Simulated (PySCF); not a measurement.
Input of a response calculation (the driver script's job line, then coordinates in Å):

```
{"job": {"kind": "uv", "xc": "CAM-B3LYP", "basis": "def2-SVPD", "nstates": 8, "ntriplets": 3}, "charge": 0, "multiplicity": 1}
O      0.304709    -2.285607    -0.432190
C      0.149477    -1.120172    -0.213237
C     -1.060414    -0.211024    -0.178428
C     -0.127557     0.960929     0.179937
C      1.087623     0.015630     0.135418
H     -1.574389    -0.131122    -1.134667
H     -1.791650    -0.483329     0.580471
H     -0.103818     1.754952    -0.562336
H     -0.315755     1.397363     1.157817
H      1.824232     0.228069    -0.637469
H      1.612966    -0.123020     1.078720
```

Output (SCF cycles cut):

```
converged SCF energy = -230.9557880519

Static polarisability (au): isotropic 47.908, principal 39.135 49.897 54.693

Singlet excitations
state   eV       nm        f      main configurations
  1   4.2921    288.9   0.00000   H->L 0.95
  2   7.0342    176.3   0.03672   H->L+1 0.78, H->L+2 0.19
  3   7.7878    159.2   0.00105   H->L+2 0.72, H->L+1 0.18
  4   7.8001    159.0   0.00000   H-2->L 0.97
  5   7.9805    155.4   0.00206   H-3->L 0.95
  6   7.9898    155.2   0.01218   H->L+3 0.65, H-1->L 0.31
  7   8.3929    147.7   0.05557   H-1->L 0.65, H->L+3 0.30
  8   8.4068    147.5   0.00005   H->L+4 0.90

Triplet excitations (Tamm-Dancoff, eV): 3.7560 6.0173 6.9129
```

Level of theory: TDDFT CAM-B3LYP/def2-SVPD, vertical, gas phase, core orbitals frozen in the response (PySCF 2.14.0, density-fitted response routines). Geometry: GFN2-xTB; no solvent, vibrations or thermal averaging.

(1) What is the polarisability anisotropy, √(½[(α1 − α2)² + (α2 − α3)² + (α3 − α1)²])?

(2) Give the energy of state 5 in hartree, cm⁻¹ and kJ/mol.

(3) What is the gap between the lowest singlet and the lowest triplet?

(4) How many basis functions and electrons does this run hold?

(5) Give the mean polarisability in Å³.

(6) Which species is it?

## Answers

(1) 13.80 au.

(2) 0.29328 hartree, 64367 cm⁻¹, 770.0 kJ/mol.

(3) 4.2921 − 3.7560 = 0.5361 eV (full response against Tamm–Dancoff).

(4) 151 basis functions for 38 electrons in 19 doubly occupied orbitals.

(5) 47.91 au × 0.148185 = 7.10 Å³.

(6) `O=C1CCC1` (cyclobutanone) (C4H6O), point group C2v.

H and L stand for HOMO and LUMO.

Time: 16 s. Hardware: one thread of an Arm Neoverse V2, on a shared host.
